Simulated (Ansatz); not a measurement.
# CHOSi (quartet): from Hartree-Fock to the top rungs, def2-TZVPP

The task here is to estimate one member of a computed series from the others.

The runs use Ansatz 0.2.0, Gaussian basis; def2-TZVPP, core rule «outside noble gas», up to 7 orbitals frozen.

Plan: UHF; ROHF; CCSD(T) on UHF.

## The system

The geometry is a PBE0/def2-TZVP stationary point (not a proven minimum).

4 atoms, charge 0, spin multiplicity 4.

Atoms are counted from 1 here; the program's logs count them from 0.

Bond lengths: C1–Si2 1.820 Å, C1–H4 1.084 Å, Si2–O3 1.530 Å. Angles: Si2–C1–H4 150.6°, C1–Si2–O3 122.3°.

The first run:

The input, in.yaml:

```yaml
crystal:
  periodic: [false, false, false]
  atoms:
    - {symbol: C, position_ang: [0.000000, -0.231556, 1.642911]}
    - {symbol: Si, position_ang: [0.000000, 0.419511, -0.056146]}
    - {symbol: O, position_ang: [0.000000, -0.495400, -1.281834]}
    - {symbol: H, position_ang: [0.000000, -1.066454, 2.334393]}
basis:
  gaussian: {orbitals: def2-TZVPP}
magnetization: {spin_polarized: true, initial_magnetization: 3}
hamiltonian: {xc: hf}
output: {orbitals: {seedname: orbitals}}
```

Started as:

```bash
$ ansatz run in.yaml --threads 1 --pin off --events-out ev --progress --plain --max-ram 4096MiB --backend cpu
```

Among the steps run: UHF; ROHF; CCSD(T) on UHF.

One table of the session follows, with a row left open; its other results are not shown here.

| method | from UCCSD(T) (meV) |
| --- | --- |
| ROHF | ? |
| UHF | +12791.4 |
| UMP2 | +1093.8 |
| UCCSD | +594.5 |
| UCCSD(T) | 0 |

**Question.** Estimate the row for ROHF.

**Answer.** from UCCSD(T) (meV): +13080.9. In the column «from UCCSD(T) (meV)» it is the highest.

With the free atoms at the same levels and basis (separate runs), the atomisation energy is 12.818 eV at UCCSD(T), 9.043 eV at ROHF.
